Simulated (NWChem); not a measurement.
System: methylamine (CH$_{5}$N); SMILES CN

The following NWChem deck was run.

```
start job
memory heap 200 mb stack 900 mb global 1100 mb
geometry units angstroms noautoz
  C     -0.007721     0.690034     0.000000
  N     -0.096730    -0.753659     0.000000
  H     -0.528114     1.096772    -0.881724
  H     -0.528114     1.096772     0.881724
  H      1.016671     1.119737     0.000000
  H      0.376435    -1.141446    -0.813320
  H      0.376435    -1.141446     0.813320
end
basis spherical
  C library pcseg-2
  N library pcseg-2
  H library pcseg-2
end
dft
  xc xpbe96 cpbe96
  iterations 150
  mulliken
end
task dft energy
```

All runs use the structure optimised with PBE0/def2-SVP.

Task: Give the results of this calculation. (PBE/pcseg-2.) Quantities: basis functions; energy (Ha); highest occupied level (eV); orbital gap (eV); dipole (D).

Result: 
| Property | Result |
|---|---|
| number of basis functions | 130 |
| energy (Ha) | -95.77 |
| highest occupied level (eV) | -5.35 |
| orbital gap (eV) | 5.25 |
| dipole (D) | 1.30 |
